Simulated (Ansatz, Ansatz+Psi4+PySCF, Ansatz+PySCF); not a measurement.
```xyz
8

H     0.0000   -1.2444   -1.2962
C     0.0000   -0.1619   -1.2275
C     0.0000    0.4753    0.0000
C     0.0000   -0.1619    1.2275
H     0.0000    0.3968    2.1546
H     0.0000    0.3968   -2.1546
H     0.0000    1.5436    0.0000
H     0.0000   -1.2444    1.2962
```

Basis set: cc-pVTZ (spherical functions). Correlated methods keep 3 orbitals frozen. Correlation on ROHF uses semicanonical orbitals with singles. Charge 0, multiplicity 2.

Computed with Ansatz (development build ahead of 0.2.0); the reference of a correlated method needn't be the lowest determinant of its kind.

Task: Give the atomization energy at this shape (free ground-state atoms in the same class of orbitals less the molecule, no zero-point energy) of doublet C₃H₅ by ROHF-CCSD(T), ROHF-MP2, UHF-MP2, ROHF, UHF.

Result:

```json
{"method": "ROHF-CCSD(T)", "atomization energy": "747.70 kcal/mol"}
{"method": "ROHF-MP2", "atomization energy": "756.40 kcal/mol"}
{"method": "UHF-MP2", "atomization energy": "748.86 kcal/mol"}
{"method": "ROHF", "atomization energy": "582.44 kcal/mol"}
{"method": "UHF", "atomization energy": "588.40 kcal/mol"}
```

Caution for ROHF-CCSD(T), ROHF-MP2, ROHF: an unrestricted determinant lies well below; the determinant breaks the point group. Caution for ROHF-CCSD(T): the determinant is a saddle point. Caution for ROHF-MP2, UHF-MP2: forces differ strongly between restricted and unrestricted references. Caution for UHF-MP2, UHF: the unrestricted determinant is spin contaminated.
